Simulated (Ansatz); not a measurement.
C2H6S2 (1,2-ethanedithiol): entropy by statistical mechanics

A singlet with charge 0, relaxed at PBE0-D4/def2-TZVP (Ansatz 0.2.0):

```xyz
10

S    -1.3584    0.4396   -1.2873
C    -0.2690    0.6290    0.1570
C     0.3041   -0.7084    0.5749
S     1.1939   -1.5831   -0.7359
H    -2.1586    1.4742   -0.9854
H    -0.8497    1.0441    0.9832
H     0.5362    1.3285   -0.0798
H    -0.5000   -1.3901    0.8603
H     0.9585   -0.5821    1.4401
H     2.1430   -0.6517   -0.9270
```

Harmonic wavenumbers in cm⁻¹: 110, 159, 227, 253, 404, 669, 688, 816, 843, 952, 1008, 1053, 1178, 1212, 1303, 1326, 1453, 1471, 2702, 2709, 3062, 3071, 3115, 3130.

Masses in u: S 32.06, C 12.011, H 1.008. Take T = 298.15 K, p = 1 bar, R = 8.3145 J/(mol K), kT/hc = 207.22 cm⁻¹, rigid rotor and harmonic oscillator.

Problem. Work out S° at 298 K.

Solution. 
1. Translation (Sackur–Tetrode): S = R[3/2 ln M + 5/2 ln T − 1.1517] with M = 94.19 gives 165.5 J/(mol K).
2. Rotation: principal moments 57.057, 209.585, 248.854 u Å² give A, B, C = 0.2955, 0.0804, 0.0677 cm⁻¹; the symmetry number is σ = 1; q = (√π/σ)√((kT/hc)³/ABC) = 131832; S = R(ln q + 3/2) = 110.5.
3. Vibration: with u = ν̃/207.22, each mode gives R[u/(eᵘ − 1) − ln(1 − e⁻ᵘ)]; the sum is 49.7, most from 110 cm⁻¹ (13.7), 159 cm⁻¹ (10.7), 227 cm⁻¹ (8.0).
4. Electronic: R ln 1 = 0.0, from the spin multiplicity alone.
5. Sum: 165.5 + 110.5 + 49.7 + 0.0 = 325.7 J/(mol K).

No measured value is set beside it here. Where a soft mode is a torsion, a harmonic oscillator describes it poorly.
